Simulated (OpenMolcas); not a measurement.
# BHF2 (SMILES FBF) at SVWN/6-31++G(d,p) (RICD fitting, spherical functions)

Aim: the energy change on altering one bond length of BHF2 at SVWN/6-31++G** (RICD fitting, spherical functions), from 2 runs. 

The results are computed with OpenMolcas 26.06.

5 further runs of the same task are left out: 2 that didn't finish, 3 set aside as unsound or not needed.

### Step 1. Starting point

The species is BHF2 (4 atoms), meant as a singlet with charge 0. SMILES: `FBF`. The shape is that of a PBE0-D4/def2-TZVP optimisation.

Bond lengths: F1–B2 1.313 Å, B2–F3 1.313 Å, B2–H4 1.191 Å. Angles: F1–B2–F3 118.1°, F1–B2–H4 121.0°, F3–B2–H4 121.0°.

### Step 2. The charge distribution at SVWN/6-31++G(d,p) (RICD fitting, spherical functions)

The input, input.xyz:

```xyz
4

F      1.154300     0.456900    -0.361900
B     -0.001900    -0.031000     0.025200
F     -1.095400     0.528700    -0.438900
H     -0.057000    -0.954600     0.775600
```

The input, calc.input:

```
>>> EXPORT MOLCAS_PRINT=2
&gateway
baslib=$CurrDir
coord=input.xyz
basis=6-31ppGss
group=NoSym
ricd
&seward
&scf
ksdft=SVWN
prorbitals=1 2
&localisation
boys
```

The basis set 6-31++G** is read from a file made from the Basis Set Exchange's data (not shown).

The run is started by

```sh
$ export MOLCAS_MEM=1860
$ pymolcas calc.input > calc.log
```

Output:

```text
--- Start Module: gateway ---
[...]
--- Stop Module: gateway /rc=_RC_ALL_IS_WELL_ ---
[...]
      Basis functions           60
[...]
--- Start Module: scf ---
[...]
       Convergence after  13 Iterations
[...]
::    Total KS-DFT energy                            -224.1735858553
[...]
      Total spin, S                                     0.0000000000
[...]
      Total electronic charge=   24.000000
      Total            charge=   -0.000000
[...]
      Dipole Moment (debye):
      Origin of the operator (angstrom)=    0.0208    0.3483   -0.2830
                   X= -4.1355E-02               Y= -6.8281E-01               Z=  5.5482E-01           Total=  8.8077E-01
      Quadrupole Moment (debye*angstrom):
[...]
--- Stop Module: scf /rc=_RC_ALL_IS_WELL_ ---
[...]
--- Start Module: localisation ---
[...]
--- Stop Module: localisation /rc=_RC_ALL_IS_WELL_ ---
[...]
```

It took 2.8 s on 1 thread of Arm Neoverse V2, shared host.

Atomic charges (e):

```csv
atom,Mulliken
F1,-0.285
B2,+0.583
F3,-0.285
H4,-0.013
```

### Step 3. The distorted shape at the same level

The input, input.xyz:

```xyz
4

F      1.038638     0.408092    -0.323176
B     -0.001900    -0.031000     0.025200
F     -1.095400     0.528700    -0.438900
H     -0.057000    -0.954600     0.775600
```

calc.input: that of step 2 with these lines changed.

```diff
@@ -1,2 +1 @@
->>> EXPORT MOLCAS_PRINT=2
 &gateway
```

The basis set 6-31++G** is read from a file made from the Basis Set Exchange's data (not shown).

The run is started by

```sh
$ export MOLCAS_MEM=1860
$ pymolcas calc.input > calc.log
```

Output:

```text
--- Start Module: gateway ---
[...]
--- Stop Module: gateway /rc=_RC_ALL_IS_WELL_ ---
[...]
      Basis functions           60
[...]
--- Start Module: scf ---
[...]
       Convergence after  13 Iterations
[...]
::    Total KS-DFT energy                            -224.1530117689
[...]
      Total spin, S                                     0.0000000000
[...]
      Total electronic charge=   24.000000
      Total            charge=   -0.000000
[...]
      Dipole Moment (debye):
      Origin of the operator (angstrom)=   -0.0231    0.3298   -0.2683
                   X=  5.6575E-01               Y= -4.8929E-01               Z=  4.0252E-01           Total=  8.4941E-01
      Quadrupole Moment (debye*angstrom):
[...]
--- Stop Module: scf /rc=_RC_ALL_IS_WELL_ ---
[...]
--- Start Module: localisation ---
[...]
--- Stop Module: localisation /rc=_RC_ALL_IS_WELL_ ---
[...]
```

Run time: 2.7 s. Hardware: 1 thread of Arm Neoverse V2, shared host.

Atomic charges (e):

| atom | Mulliken |
| --- | --- |
| F1 | -0.178 |
| B2 | +0.530 |
| F3 | -0.314 |
| H4 | -0.038 |

### Step 4. What came out

Level: SVWN/6-31++G** (RICD fitting, spherical functions).

| quantity | value |
| --- | --- |
| first shape: total energy | -224.17359 Eh |
| first shape: dipole moment | 0.88 D |
| first shape: HOMO energy | -9.75 eV |
| first shape: LUMO energy | -2.19 eV |
| first shape: HOMO–LUMO gap | 7.57 eV |
| distorted shape: total energy | -224.15301 Eh |
| distorted shape: dipole moment | 0.85 D |
| distorted shape: HOMO energy | -9.47 eV |
| distorted shape: LUMO energy | -1.59 eV |
| distorted shape: HOMO–LUMO gap | 7.88 eV |
| energy change with the F1–B2 bond shortened from 1.313 to 1.182 Å | 0.560 eV |

What this shows: With the F1–B2 bond shortened from 1.313 to 1.182 Å the energy rises by 0.56 eV (12.9 kcal/mol). The first shape isn't relaxed at this level, so the change isn't measured from a minimum. Mulliken charges (first shape) run from -0.28 on F1 to +0.58 on B2; in a basis this large or diffuse they mean little. Mulliken charges (distorted shape) run from -0.31 on F3 to +0.53 on B2; in a basis this large or diffuse they mean little.
